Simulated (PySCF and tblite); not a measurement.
Results of a calculation; reference values are marked as such.
Rotation: stationary points, barriers and rates

System: C4H10S2, numbered as in [CH3:1][S:2][S:3][CH:4]([CH3:5])[CH3:6].

Motion: rotation about the S2–S3 bond (torsion C1–S2–S3–C4 from 100° to 260°, rising). The path came from a restrained scan, a climbing-image band and a saddle search at GFN2-xTB; energies are PBE0/pcSseg-1 + D3(BJ)//GFN2-xTB, thermal terms GFN2-xTB. Rates follow Eyring's equation with the number of equivalent paths and no tunnelling. Run with tblite and PySCF.

| point | symmetry | E(GFN2) kcal/mol | E(DFT) kcal/mol | ZPE change kcal/mol | lowest mode cm⁻¹ | dipole D |
| --- | --- | --- | --- | --- | --- | --- |
| start | C1 | 0.0 | 0.0 | 0.00 | 58 | 2.12 |
| saddle | Cs | 4.4 | 7.1 | -0.07 | 55i | 0.28 |
| end | C1 | 0.0 | 0.0 | 0.01 | 60 | 2.12 |

```json
{"Electronic barrier": "7.2 kcal/mol", "Barrier with zero-point energy": "7.1 kcal/mol", "ΔH‡ (298 K)": "6.6 kcal/mol", "ΔS‡ (298 K, symmetry apart)": "-3.1 cal/(mol K)", "Paths": "1 equivalent path", "End point": "the same structure with atoms interchanged, or its mirror image", "Mean lifetime of the start against this motion at 298 K": "53 ns", "Cost": "84 s on 1 thread of Arm Neoverse N1, shared host (rough), peak memory 0.77 GiB, launched as `OMP_NUM_THREADS=1 python ens_run.py task.json out`"}
```

```
T/K  ΔG‡ kcal/mol    k s⁻¹
150           7.2       88
200           7.3  4.1×10⁴
250           7.4  1.7×10⁶
298           7.5  1.9×10⁷
350           7.7  1.2×10⁸
400           7.8  4.6×10⁸
500           8.1  3.1×10⁹
```

ΔG and ΔG‡ leave out symmetry numbers and mirror images; rates count paths: 1 out.
